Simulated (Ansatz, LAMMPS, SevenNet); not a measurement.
How well does each level of theory give the equilibrium lattice constant a of hcp Os?

Reference value: 2.734 Å (measured, 293 K, not corrected to a static lattice, sources range from 2.734 to 2.740; as tabulated in Wikipedia's data pages).

```json
[
 {"level (code)": "Lennard-Jones uff-vdw (LAMMPS)", "value (Å)": "3.032", "difference (%)": "+10.9"},
 {"level (code)": "SevenNet-0 (SevenNet)", "value (Å)": "2.760", "difference (%)": "+0.95"},
 {"level (code)": "PBE (Ansatz)", "value (Å)": "2.754", "difference (%)": "+0.73"},
 {"level (code)": "rVV10 (Ansatz)", "value (Å)": "2.777", "difference (%)": "+1.57"},
 {"level (code)": "r²SCAN (Ansatz)", "value (Å)": "2.738", "difference (%)": "+0.15"}
]
```

Leaving aside Lennard-Jones uff-vdw, which can be fitted to such values or carry a doubt: The reference is not for a static lattice or low temperature, so close values are not ranked against it. Off by more than 1.25 % (a bound picked here): rVV10 (+1.57 %).

The measured value isn't corrected to a static lattice, so vibrations enter the comparison. A static lattice is as a rule a little smaller than the measured one.  Density-functional levels without +SOC have no spin–orbit coupling. Lennard-Jones uff-vdw: the cell moved over 20 % in volume from its start. Lennard-Jones uff-vdw: this is a force field's van der Waals term alone, without bonds or charges. Cutoffs and k meshes differ between the levels. Ansatz's density-functional and Hartree–Fock values are scalar-relativistic unless marked +SOC, with PAW data made under PBE.

Machine-learned potentials (SevenNet-0) are trained on DFT data, which may include these solids.

Differences are worked out from the printed values.

Ansatz is a first-principles code.
